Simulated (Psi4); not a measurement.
**Si2H6 (disilane): PBE0/cc-pV(T+d)Z (density fitting, sweep point 4)**

Aim: the vertical ionisation energy of Si2H6 (disilane) at PBE0/cc-pV(T+d)Z (density fitting, sweep point 4), from 2 runs. 

Program for the calculation: Psi4 1.11.

## Step 1: The structure to begin with

Si2H6 has 8 atoms, charge 0, and is taken as a singlet. SMILES: `[SiH3][SiH3]`. Geometry: relaxed at PBE0-D4/def2-TZVP.

Bond lengths: Si1–Si2 2.338 Å, Si1–H3 1.488 Å, Si1–H4 1.488 Å, Si1–H5 1.488 Å, Si2–H6 1.488 Å, Si2–H7 1.488 Å, Si2–H8 1.488 Å. Some angles: Si1–Si2–H6 110.3°, Si1–Si2–H7 110.3°, Si1–Si2–H8 110.3°, Si2–Si1–H3 110.3°, Si2–Si1–H4 110.3°, Si2–Si1–H5 110.3°, H6–Si2–H7 108.7°, H6–Si2–H8 108.7°, H7–Si2–H8 108.7°, H3–Si1–H4 108.7°.

## Step 2: A single-point energy at PBE0/cc-pV(T+d)Z (density fitting, sweep point 4)

input.dat reads:

```
memory 1600 MB

molecule {
  0 1
  Si    -0.340500     0.490200    -1.004900
  Si     0.363500    -0.504400     0.991000
  H      0.833900     0.948200    -1.794900
  H     -1.112900    -0.483900    -1.821900
  H     -1.208000     1.664100    -0.717900
  H      1.139000     0.468600     1.806300
  H      1.228100    -1.680500     0.704000
  H     -0.811000    -0.959200     1.782600
  symmetry c1
}

set globals {
  basis cc-pV(T+d)Z
  puream true
  scf_type df
  dft_radial_points 99
  dft_spherical_points 590
}

e, wfn = energy('pbe0', return_wfn=True)
```

On the command line:

```console
$ psi4 input.dat output.dat -n 1
```

output.dat, shortened:

```text
[...]
  Running in c1 symmetry.
[...]
  Nuclear repulsion =   90.773081159957201
[...]
  Multiplicity = 1
[...]
  Nalpha       = 17
  Nbeta        = 17
[...]
    Number of basis functions: 162
[...]
   @DF-RKS iter   1:  -582.28879395499405   -4.21134e-01   2.23712e-03 DIIS/ADIIS
[...]
   @DF-RKS iter   6:  -582.34820344598359   -8.48817e-08   1.15027e-07 DIIS
[...]
    Orbital Energies [Eh]
    ---------------------
    Doubly Occupied:
       1A    -66.259353     2A    -66.259347     3A     -5.328888
       4A     -5.328794     5A     -3.662854     6A     -3.662489
       7A     -3.662489     8A     -3.662427     9A     -3.662427
      10A     -3.662251    11A     -0.585806    12A     -0.521358
      13A     -0.376710    14A     -0.376703    15A     -0.351694
      16A     -0.351687    17A     -0.308486
[...]
  @DF-RKS Final Energy:  -582.34820344598359
   => Energetics <=
    Nuclear Repulsion Energy =             90.7730811599572007
    One-Electron Energy =                -986.7645084581429273
    Two-Electron Energy =                 346.7170395878251270
    DFT Exchange-Correlation Energy =     -33.0738157356230644
    Empirical Dispersion Energy =           0.0000000000000000
    VV10 Nonlocal Energy =                  0.0000000000000000
    Total Energy =                       -582.3482034459835859
[...]
 Multipole Moments:
 ------------------------------------------------------------------------------------
     Multipole            Electronic (a.u.)      Nuclear  (a.u.)        Total (a.u.)
 ------------------------------------------------------------------------------------
 L = 1.  Multiply by 2.5417464519 to convert [e a0] to [Debye]
 Dipole X            :         -0.0001238            0.0000845           -0.0000392
 Dipole Y            :          0.0001277           -0.0000845            0.0000432
 Dipole Z            :          0.0001311           -0.0000845            0.0000466
 Magnitude           :                                                    0.0000747
[...]
```

It took 20 s on 1 thread of Intel Xeon Platinum 8488C (Sapphire Rapids), shared host; peak memory 1.2 GiB.

## Step 3: The doublet cation

input.inp reads:

```
memory 1600 mb

molecule {
  1 2
  Si    -0.340500     0.490200    -1.004900
  Si     0.363500    -0.504400     0.991000
  H      0.833900     0.948200    -1.794900
  H     -1.112900    -0.483900    -1.821900
  H     -1.208000     1.664100    -0.717900
  H      1.139000     0.468600     1.806300
  H      1.228100    -1.680500     0.704000
  H     -0.811000    -0.959200     1.782600
  symmetry c1
}

set basis cc-pV(T+d)Z
set reference uks
set puream true
set scf_type df
set dft_radial_points 99
set dft_spherical_points 590
set maxiter 150

energy_value, wavefunction = energy('pbe0', return_wfn=True)
print_variables()
```

On the command line:

```console
$ psi4 -i input.inp -o input.out -n 1
```

input.out, shortened:

```text
[...]
  Running in c1 symmetry.
[...]
  Nuclear repulsion =   90.773081159957201
[...]
  Multiplicity = 2
[...]
  Nalpha       = 17
  Nbeta        = 16
[...]
    Number of basis functions: 162
[...]
   @DF-UKS iter   1:  -581.94052273938337   -7.28632e-02   1.71311e-03 ADIIS/DIIS
[...]
   @DF-UKS iter   7:  -581.96238361871883   -5.00775e-08   2.49706e-07 DIIS
[...]
   @S^2 Observed:                7.536174750E-01
[...]
    Orbital Energies [Eh]
    ---------------------
    Alpha Occupied:
       1A    -66.521653     2A    -66.521647     3A     -5.590031
       4A     -5.589922     5A     -3.930538     6A     -3.929872
       7A     -3.920826     8A     -3.920826     9A     -3.920763
      10A     -3.920763    11A     -0.847681    12A     -0.755489
      13A     -0.605056    14A     -0.605050    15A     -0.584764
      16A     -0.575920    17A     -0.575915
    Alpha Virtual:
      18A     -0.222740    19A     -0.222736    20A     -0.194921
      21A     -0.163923    22A     -0.146376    23A     -0.146370
      24A     -0.114345    25A     -0.039667    26A     -0.038533
[...]
  @DF-UKS Final Energy:  -581.96238361871883
   => Energetics <=
    Nuclear Repulsion Energy =             90.7730811599572007
    One-Electron Energy =                -978.2627551531002155
    Two-Electron Energy =                 338.3765391874952684
    DFT Exchange-Correlation Energy =     -32.8492488130710782
    Empirical Dispersion Energy =           0.0000000000000000
    VV10 Nonlocal Energy =                  0.0000000000000000
    Total Energy =                       -581.9623836187188317
[...]
 Multipole Moments:
 ------------------------------------------------------------------------------------
     Multipole            Electronic (a.u.)      Nuclear  (a.u.)        Total (a.u.)
 ------------------------------------------------------------------------------------
 L = 1.  Multiply by 2.5417464519 to convert [e a0] to [Debye]
 Dipole X            :         -0.0001010            0.0000845           -0.0000165
 Dipole Y            :          0.0001122           -0.0000845            0.0000277
 Dipole Z            :          0.0000917           -0.0000845            0.0000072
 Magnitude           :                                                    0.0000330
[...]
```

It took 30 s on 1 thread of Intel Xeon Platinum 8488C (Sapphire Rapids), shared host; peak memory 1.2 GiB.

## Step 4: Results

At PBE0/cc-pV(T+d)Z (density fitting, sweep point 4):

```
                                          quantity          value
                       singlet Si2H6: total energy  -582.34820 Eh
                      singlet Si2H6: dipole moment         0.00 D
                        singlet Si2H6: HOMO energy       -8.39 eV
                        singlet Si2H6: LUMO energy        0.30 eV
                      singlet Si2H6: HOMO–LUMO gap        8.69 eV
                      doublet cation: total energy  -581.96238 Eh
doublet cation: HOMO energy (highest over α and β)      -15.44 eV
 doublet cation: LUMO energy (lowest over α and β)      -12.54 eV
                              doublet cation: ⟨S²⟩          0.754
vertical ionisation energy (to the doublet cation)      10.499 eV
```

What this shows: Removing an electron at fixed nuclei costs 10.50 eV (242 kcal/mol). −ε(HOMO) before ionisation, 8.39 eV, is 2.10 eV below this ionisation energy.
